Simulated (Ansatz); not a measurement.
## Band gap of tetradymite Bi2Te3 at several levels of theory

No measured value is used here.

```json
[
 {"level (code)": "LDA+SOC (Ansatz)", "value (eV)": "0.05 (indirect)", "cell (Å³/atom)": "33.87"},
 {"level (code)": "BLYP (Ansatz)", "value (eV)": "0.32", "cell (Å³/atom)": "33.87"},
 {"level (code)": "PBE+SOC (Ansatz)", "value (eV)": "0.07 (indirect)", "cell (Å³/atom)": "33.87"},
 {"level (code)": "RPBE (Ansatz)", "value (eV)": "0.34", "cell (Å³/atom)": "33.87"},
 {"level (code)": "PBE-D3(BJ) (Ansatz)", "value (eV)": "0.26", "cell (Å³/atom)": "33.66"},
 {"level (code)": "PBE-D4 (Ansatz)", "value (eV)": "0.26", "cell (Å³/atom)": "33.64"},
 {"level (code)": "rVV10 (Ansatz)", "value (eV)": "0.23", "cell (Å³/atom)": "36.15"},
 {"level (code)": "r²SCAN+SOC (Ansatz)", "value (eV)": "0.13", "cell (Å³/atom)": "33.87"},
 {"level (code)": "B3LYP (VWN-RPA form) (Ansatz)", "value (eV)": "0.98", "cell (Å³/atom)": "33.87"},
 {"level (code)": "HSE06+SOC (Ansatz)", "value (eV)": "0.21 (direct)", "cell (Å³/atom)": "33.87"},
 {"level (code)": "PBE0 (Ansatz)", "value (eV)": "1.13", "cell (Å³/atom)": "33.87"}
]
```

Computed values are for a static lattice. Spin–orbit coupling is included only where a level's name says +SOC; with heavier elements it mostly lowers gaps and can invert bands.  PBE-D3(BJ), PBE-D4, rVV10: the gap is read on the k mesh or supercell of the run alone and can be too large. Values are at the measured cell; PBE-D3(BJ) at the level's own equilibrium cell; PBE-D4 at the level's own equilibrium cell; rVV10 at the level's own equilibrium cell. Cutoffs and k meshes differ between the levels. Ansatz's density-functional and Hartree–Fock values are scalar-relativistic unless marked +SOC, with PAW data made under PBE.

Ansatz is a quantum-chemistry and plane-wave program.
